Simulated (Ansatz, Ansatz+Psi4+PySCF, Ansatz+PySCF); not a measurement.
```
atom    x (Å)    y (Å)    z (Å)
   C   0.1106   0.5150  -0.0983
   C  -1.1942  -0.1732   0.0149
   H   0.2960   1.5262   0.2482
   H  -1.3544  -0.5819   1.0034
   H  -2.0072   0.5254  -0.1951
   H  -1.2592  -1.0056  -0.6930
   F   1.2020  -0.2816   0.0204
```

Basis set: cc-pVTZ (spherical functions). Frozen core: 3 orbitals. Correlation on ROHF uses semicanonical orbitals with singles. Charge 0, multiplicity 2.

Computed with Ansatz (development build ahead of 0.2.0); each method stands on the lowest determinant of its kind that the runs found.

The atomization energy at this shape (free ground-state atoms in the same class of orbitals less the molecule, no zero-point energy) of doublet C₂H₄F:

```json
{"method": "ROHF-MP2", "atomization energy": "26.33 eV"}
{"method": "ROHF", "atomization energy": "20.16 eV"}
```

(1) What does UHF give?

Answers

(1) 19.89 eV.
